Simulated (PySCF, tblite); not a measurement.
A complex of fluoride and 2 × hydrogen fluoride

A gas-phase complex of fluoride and 2 × hydrogen fluoride; charge -1, singlet. The structure comes from a short search (6 tight-binding starts) and was relaxed by PBE0-D3(BJ)/def2-TZVPD; another way of binding may lie lower. Frequencies by PBE0-D3(BJ)/def2-TZVPD show no clear imaginary mode.

```
part               name  SMILES  atoms  charge  multiplicity
   1           fluoride    [F-]      1      -1             1
   2  hydrogen fluoride       F    2–3       0             1
   3  hydrogen fluoride       F    4–5       0             1
```

```xyz
5

F    -0.406    0.302    0.847
F    -2.248   -1.035    1.394
H    -1.458   -0.441    1.166
F     0.021    2.538    1.400
H    -0.180    1.572    1.171
```
Atoms count from 1 in this order.

| contact | kind (by geometry) | distance (Å) | angle (°) |
| --- | --- | --- | --- |
| H3···F1 | hydrogen bond | 1.327 | 178 |
| H5···F1 | hydrogen bond | 1.330 | 178 |

Deforming the relaxed parts to their shape here costs 9.0 kcal/mol, which the interaction energies leave out.

Interaction energies are complex less parts, with the parts frozen as they stand in it; counterpoise-corrected, in kcal/mol (PySCF).

How strongly do the parts interact, level by level?


| level | interaction | superposition error removed |
| --- | --- | --- |
| wB97M-D3(BJ)/def2-TZVPD | -81.51 | -0.18 |
| PBE0-D3(BJ)/def2-TZVPD | -85.64 | -0.20 |
| RI-MP2/def2-TZVPD | -79.24 | -2.00 |

What holds them together? Decompose the wB97M-D3(BJ)/def2-TZVPD energy: frozen parts, their antisymmetrised product, then relaxation.

electrostatic -108.6, Pauli repulsion +89.3, orbital relaxation -61.6, dispersion correction -0.8 kcal/mol, which sum to the value before the counterpoise correction; the Pauli term holds the exchange-correlation of the frozen density too. Of the attraction, 64 % is electrostatic, 36 % is orbital relaxation, 0 % is dispersion correction.

Are the pair energies additive?

The pairs sum to -89.63 kcal/mol (1–2 -46.7, 1–3 -46.6, 2–3 3.7); the rest of +8.12 is a many-body weakening.

The parts were also relaxed and run alone, at the levels used for the complex: shieldings by PBE0/aug-pcSseg-2; core levels by delta-SCF with SCAN, aug-pcX-2 on the ionised atom and aug-pcseg-1 elsewhere, spin-free X2C.

How do these values change when the complex forms?


```
             property   alone  in the complex  change
       F2–H3 bond (Å)   0.921           1.014  +0.093
shielding of H3 (ppm)   29.18           16.70  -12.49
shielding of F1 (ppm)   479.9           364.0  -115.9
shielding of H5 (ppm)   29.18           16.76  -12.42
shielding of F2 (ppm)   410.9           398.0   -12.9
F1 1s core level (eV)  680.05          685.07   +5.03
F2 1s core level (eV)  694.15          686.24   -7.91
```

Density functionals tend to overstate the lengthening and the red shift of so strongly bound an X–H bond.

What are the binding energy from relaxed parts (wB97M-D3(BJ)/def2-TZVPD), and ΔH and ΔG of association at 298.15 K and 1 atm?

-72.55 kcal/mol, -69.46 with zero-point energy; ΔH -71.8 and ΔG -56.6 kcal/mol, from harmonic vibrations by PBE0-D3(BJ)/def2-TZVPD with low modes damped.

The 6 runs behind this took 2.9 min in all, one thread each of Arm Neoverse V1 on a shared host, launched as `OMP_NUM_THREADS=1 python cluster_run.py task.json out`.
